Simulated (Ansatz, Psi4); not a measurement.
## SiNH4 (SMILES [NH][SiH3]): methods side by side

SiNH4: 6 atoms, total charge 0, spin state doublet. SMILES: `[NH][SiH3]`. The coordinates come from a PBE0-D4/def2-TZVP relaxation.

```xyz
6

N     0.5921   -0.8352    0.9095
Si   -0.2037    0.3476   -0.1100
H     0.9228   -1.6407    0.3727
H    -1.3106   -0.2823   -0.8855
H     0.7895    0.9118   -1.0689
H    -0.7481    1.4348    0.7362
```

Quantity: the energy change with the N1–Si2 bond stretched from 1.753 to 2.629 Å, in eV. The values are calculated.

```tsv
level	kind	program	value (eV)	CPU time (all runs)
UHF/STO-3G	Hartree–Fock	Ansatz	2.29	0.26 s
USVWN5/STO-3G	LDA	Ansatz	2.95	2.3 s
U-revPBE/STO-3G	GGA	Ansatz	2.53	3.9 s
UBLYP/STO-3G	GGA	Ansatz	2.49	3.8 s
UPBE/STO-3G	GGA	Ansatz	2.64	3.8 s
UBP86/def2-SVP (density fitting)	GGA	Psi4	2.33	6.6 s
U-r2SCAN/STO-3G	meta-GGA	Ansatz	2.80	9.9 s
U-r2SCAN0/STO-3G	hybrid meta-GGA	Ansatz	2.93	17 s
UB3LYP/STO-3G	global hybrid	Ansatz	2.80	4.4 s
UBHLYP/STO-3G	global hybrid	Ansatz	2.98	5.8 s
```

The first shape isn't each level's own minimum. The values span 2.29 to 2.98 eV. Spin contamination of the reference (⟨S²⟩ at least 0.1 too high) touches UHF/STO-3G, U-revPBE/STO-3G, UBLYP/STO-3G, UPBE/STO-3G, U-r2SCAN/STO-3G, U-r2SCAN0/STO-3G, UB3LYP/STO-3G, UBHLYP/STO-3G. Times are those of the runs behind each value, whatever else they computed, on shared processors of several kinds: orders of magnitude only.
